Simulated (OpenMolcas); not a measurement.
# RI-MP2/def2-TZVP (Cholesky decomposition) run of HNO (nitroxyl), part 1 of 2

Aim: the energy change on altering one bond length of HNO (nitroxyl) at RI-MP2/def2-TZVP (Cholesky decomposition), from 2 runs. 

Program for the calculation: OpenMolcas 26.06.

## 1. Starting point

The species is HNO (3 atoms), meant as a singlet with charge 0. As SMILES, `N=O`. The coordinates come from a GFN2-xTB relaxation.

Bond lengths: N1–O2 1.201 Å, N1–H3 1.062 Å. Angles: O2–N1–H3 112.4°.

## 2. A single-point energy at RI-MP2/def2-TZVP (Cholesky decomposition)

Input file input.xyz:

```xyz
3

N     -0.275940     0.297220    -0.114780
O      0.768580     0.418030     0.466150
H     -0.492640    -0.715240    -0.351380
```

Input file job.inp:

```
&GATEWAY
BasLib=$CurrDir
Coord=input.xyz
Basis=def2-TZVP
Group=NoSym
&SEWARD
Medium
&SCF
PrOrbitals=0
&MBPT2
Frozen=2
```

The basis set def2-TZVP is read from a file made from the Basis Set Exchange's data (not shown).

Started as:

```
$ export MOLCAS_MEM=1860
$ pymolcas job.inp > job.log
```

What it wrote:

```text
--- Start Module: gateway ---

                                              &GATEWAY

                       available to each process: 1.9 GB of memory, 1 thread

 Basis Set     1 Label: N.DEF2-TZVP
 Basis set is read from library:.
 basistype.tbl is not found

 Basis Set     2 Label: O.DEF2-TZVP
 Basis set is read from library:.
 basistype.tbl is not found

 Basis Set     3 Label: H.DEF2-TZVP
 Basis set is read from library:.
 basistype.tbl is not found

++    Symmetry information:
      ---------------------

                    Character Table for C1

                             E
                    a        1  x, y, xy, Rz, z, xz, Ry, yz, Rx, I
--

++    Basis set information:
      ----------------------

      Basis set label: N.DEF2-TZVP.........

      Electronic valence basis set:
      ------------------
      Associated Effective Charge   7.000000 au
      Associated Actual Charge      7.000000 au
      Nuclear Model: Point charge

      Shell  nPrim  nBasis  Cartesian Spherical Contaminant
         s      11       5        X
         p       6       3        X
         d       2       2                 X
         f       1       1                 X

      Basis set label: O.DEF2-TZVP.........

      Electronic valence basis set:
      ------------------
      Associated Effective Charge   8.000000 au
      Associated Actual Charge      8.000000 au
      Nuclear Model: Point charge

      Shell  nPrim  nBasis  Cartesian Spherical Contaminant
         s      11       5        X
         p       6       3        X
         d       2       2                 X
         f       1       1                 X

      Basis set label: H.DEF2-TZVP.........

      Electronic valence basis set:
      ------------------
      Associated Effective Charge   1.000000 au
      Associated Actual Charge      1.000000 au
      Nuclear Model: Point charge

      Shell  nPrim  nBasis  Cartesian Spherical Contaminant
         s       5       3        X
         p       1       1        X
--

++    Molecular structure info:
      -------------------------

                    ************************************************
                    **** Cartesian Coordinates / bohr, angstrom ****
                    ************************************************

     Center  Label                x              y              z                     x              y              z
        1      N1              -0.521451       0.561664      -0.216903             -0.275940       0.297220      -0.114780
        2      O2               1.452406       0.789962       0.880896              0.768580       0.418030       0.466150
        3      H3              -0.930955      -1.351608      -0.664012             -0.492640      -0.715240      -0.351380

                    ***************************************
                    *    InterNuclear Distances / bohr    *
                    ***************************************

               1 N1            2 O2            3 H3
    1 N1       0.000000
    2 O2       2.270108        0.000000
    3 H3       2.007040        3.557171        0.000000

                    *******************************************
                    *    InterNuclear Distances / angstrom    *
                    *******************************************

               1 N1            2 O2            3 H3
    1 N1       0.000000
    2 O2       1.201290        0.000000
    3 H3       1.062080        1.882374        0.000000

                    **************************************
                    *    Valence Bond Angles / degree    *
                    **************************************
                          Atom centers                 Phi
                      2 O2       1 N1       3 H3       112.40
--

            Nuclear Potential Energy             30.40512666 au

--- Stop Module: gateway /rc=_RC_ALL_IS_WELL_ ---

--- Start Module: seward ---

                                              &SEWARD

                       available to each process: 1.9 GB of memory, 1 thread

               SEWARD will generate:
                  Multipole Moment integrals up to order  2
                  Kinetic Energy integrals
                  Nuclear Attraction integrals (point charge)
                  One-Electron Hamiltonian integrals
                  Velocity integrals
                  Orbital angular momentum around (  0.4835   0.6172   0.3349 )
                  Velocity quadrupole around (  0.4835   0.6172   0.3349 )
                  Cholesky decomposed two-electron repulsion integrals
                   - CD Threshold:   1.00E-06

                   Integrals are discarded if absolute value <: 1.00E-40
                   Integral cutoff threshold is set to       <: 1.00E-40

            Nuclear Potential Energy             30.40512666 au

      Basis set specifications :
      Symmetry species         a
      Basis functions           68

--- Stop Module: seward /rc=_RC_ALL_IS_WELL_ ---

--- Start Module: scf ---

                                                &SCF

                       available to each process: 1.9 GB of memory, 1 thread

++    Input section:
      --------------

      Header of the integral files:

      Cartesian coordinates in angstrom:
      -----------------------------------------------------
      No.  Label        X            Y            Z
      -----------------------------------------------------
       1   N1        -0.27594000   0.29722000  -0.11478000
       2   O2         0.76858000   0.41803000   0.46615000
       3   H3        -0.49264000  -0.71524000  -0.35138000
      -----------------------------------------------------
      Nuclear repulsion energy =   30.40512666
--

++    Orbital specifications:
      -----------------------

      Symmetry species               1
                                     a
      Frozen orbitals                0
      Occupied orbitals              8
      Secondary orbitals            60
      Deleted orbitals               0
      Total number of orbitals      68
      Number of basis functions     68
--

      Molecular charge                           0.000

++    Optimization specifications:
      ----------------------------

      SCF Algorithm: LK-Cholesky
      LK screening threshold:                     4.50E-02
      Local-Exchange (LK) algorithm.
       - the density matrix is decomposed
      The actual AO density is used
      Number of density matrices in core                 5
      Maximum number of NDDO SCF iterations            400
      Maximum number of HF SCF iterations              400
      Threshold for SCF energy change             1.00E-09
      Threshold for density matrix                1.00E-04
      Threshold for Fock matrix                   1.50E-04
      Threshold for linear dependence             1.00E-09
      Threshold at which DIIS is turned on        1.50E-01
      Maximum depth in the DIIS procedure                5
      Maximum depth in the BFGS Hessian update          30
      Threshold at which QNR/C2DIIS is turned on  7.50E-02
      Threshold for Norm(delta) (QNR/C2DIIS)      1.00E-03
      All orbitals punched on: SCFORB
--

      Input vectors read from INPORB
      Orbital file label: *Guess orbitals

++ Convergence information
                                   SCF        iterations: Energy and convergence statistics

Iter     Tot. SCF        One-elec.       Two-elec.     Energy      Max Dij or  Max Fij      DNorm      TNorm      AccCon     Time
         Energy          Energy          Energy        Change      Delta Norm                                                in Sec.
   1  -129.589216774  -236.677307093    76.682963658   0.00E+00    1.70E-01*   1.16E-01*    3.78E+00   8.75E+01   None         0.
   2  -129.821227063  -238.303979345    78.077625620  -2.32E-01*   1.08E-01*   4.01E-02*    3.90E+00   8.84E+01   EDIIS        0.
   3  -129.835511318  -237.782964546    77.542326566  -1.43E-02*   2.43E-02*   1.87E-02*    3.92E+00   8.81E+01   c2DIIS       0.
   4  -129.841095279  -237.805338784    77.559116843  -5.58E-03*   2.30E-02*   1.13E-02*    3.93E+00   8.81E+01   QNRc2DIIS    0.
   5  -129.841472067  -237.900575997    77.653977268  -3.77E-04*   9.08E-03*   7.70E-03*    3.94E+00   8.82E+01   QNRc2DIIS    0.
   6  -129.841898193  -237.855856388    77.608831533  -4.26E-04*   3.36E-03*   7.61E-04*    3.95E+00   8.82E+01   QNRc2DIIS    0.
   7  -129.841914174  -237.849492214    77.602451378  -1.60E-05*   7.84E-04    2.06E-04*    3.95E+00   8.82E+01   QNRc2DIIS    0.
   8  -129.841914878  -237.851898724    77.604857185  -7.04E-07*   2.21E-04    5.75E-05     3.95E+00   8.82E+01   QNRc2DIIS    0.
   9  -129.841914947  -237.850470741    77.603429132  -6.88E-08*   8.28E-05    2.09E-05     3.95E+00   8.82E+01   QNRc2DIIS    0.
  10  -129.841914959  -237.850783358    77.603741738  -1.23E-08*   3.72E-05    7.24E-06     3.95E+00   8.82E+01   QNRc2DIIS    0.
  11  -129.841914961  -237.850830666    77.603789043  -1.59E-09*   6.16E-06    1.91E-06     3.95E+00   8.82E+01   QNRc2DIIS    0.
  12  -129.841914961  -237.850837293    77.603795671  -5.76E-11    1.77E-06    3.85E-07     3.95E+00   8.82E+01   QNRc2DIIS    0.

       Convergence after  12 Iterations
--

 *****************************************************************************************************************************
 *                                             SCF/KS-DFT Program, Final results                                             *
 *                                                       Final Results                                                       *
 *****************************************************************************************************************************

::    Total SCF energy                               -129.8419149607
      One-electron energy                            -237.8508372930
      Two-electron energy                              77.6037956706
      Nuclear repulsion energy                         30.4051266617
      Kinetic energy (interpolated)                   129.6158571713
      Virial theorem                                    1.0017440597
      Total spin, S(S+1)                                0.0000000000
      Total spin, S                                     0.0000000000
      Max non-diagonal density matrix element           0.0000023062
      Max non-diagonal Fock matrix element              0.0000002590

      No orbitals printed

++    Molecular charges:
      ------------------

      Mulliken charges per centre
      ---------------------------

                N1      O2      H3
      Total    6.9602  8.2548  0.7850

      N-E      0.0398 -0.2548  0.2150

      Total electronic charge=   16.000000

      Total            charge=   -0.000000
--

++    Molecular properties:
      ---------------------

      Charge (e):
                      =   -0.0000
      Dipole Moment (debye):
      Origin of the operator (angstrom)=    0.2559    0.3266    0.1772
                   X= -8.9394E-01               Y= -1.6986E+00               Z= -6.8471E-01           Total=  2.0379E+00
      Quadrupole Moment (debye*angstrom):
      Origin of the operator (angstrom)=    0.2559    0.3266    0.1772
                  XX= -1.1679E+01              XY=  1.4885E+00              XZ= -4.0360E-01              YY= -1.0501E+01
                  YZ=  8.2077E-01              ZZ= -1.0735E+01
      In traceless form (debye*angstrom)
                  XX= -1.0611E+00              XY=  2.2327E+00              XZ= -6.0540E-01              YY=  7.0635E-01
                  YZ=  1.2312E+00              ZZ=  3.5474E-01
--

--- Stop Module: scf /rc=_RC_ALL_IS_WELL_ ---
--- Module scf spent 1 second ---

--- Start Module: mbpt2 ---

                                               &MBPT2

                       available to each process: 1.9 GB of memory, 1 thread

WARNING!
Default frozen orbitals as non valence orbitals is overwritten by user input.
Default values:   2

      Cartesian coordinates in angstrom:
      -----------------------------------------------------
      No.  Label        X            Y            Z
      -----------------------------------------------------
       1   N1        -0.27594000   0.29722000  -0.11478000
       2   O2         0.76858000   0.41803000   0.46615000
       3   H3        -0.49264000  -0.71524000  -0.35138000
      -----------------------------------------------------
      Nuclear repulsion energy =   30.40512666

      Contents of RUNFILE file:
      -------------------------

      Symmetry species                           1
                                                 a
      Number of basis functions                 68
      Frozen occupied orbitals                   2
      Active occupied orbitals                   6
      Active external orbitals                  60
      Deleted external orbitals                  0

      Reference numbers of frozen occupied orbitals according to the original input sequence
      symmetry species 1                        1  2

      Energies of the active occupied orbitals

      symmetry species 1                    -1.531809     -0.991394     -0.746706     -0.667371     -0.597780
                                            -0.423430

      Energies of the active external orbitals

      symmetry species 1                     0.081851      0.137745      0.309731      0.437249      0.467358
                                             0.512662      0.548339      0.601636      0.641079      0.660454
                                             0.742660      0.907419      1.105673      1.228604      1.338179
                                             1.412571      1.668683      1.739781      1.819628      2.029274
                                             2.134634      2.175243      2.243773      2.244831      2.309186
                                             2.448386      2.510037      2.635692      2.821022      3.057229
                                             3.160535      3.174090      3.343493      4.137224      4.144189
                                             4.230278      4.384056      4.455733      4.539349      4.852826
                                             4.947954      5.052330      5.092183      5.162386      5.387096
                                             5.544165      5.558955      5.686874      5.931345      6.053241
                                             6.730616      6.734962      6.781108      6.864891      7.301982
                                             7.365019      7.488994      7.675437     32.890857     45.111861

      ********************************************************************************************************
      *                                               Results                                                *
      ********************************************************************************************************

       SCF energy                           =     -129.8419149607 a.u.
       Second-order correlation energy      =       -0.4306742841 a.u.
       ( Opposite-Spin contribution         =       -0.3233469191 )

       Total energy                         =     -130.2725892448 a.u.

       Reference weight ( Cref**2 )         =        0.89194

::    Total MBPT2 energy                             -130.2725892448

       Zeroth-order energy (E0)             =      -52.2381192901 a.u.

       Shanks-type energy S1(E)             =     -130.2749926767 a.u.

--- Stop Module: mbpt2 /rc=_RC_ALL_IS_WELL_ ---

.##################.
.# Happy landing! #.
.##################.

    Timing: Wall=2.22 User=1.90 System=0.26
```

Run time: 2.4 s. Hardware: 1 thread of Arm Neoverse V2, shared host; peak memory 0.093 GiB.

(Continued in part 2 of 2.)
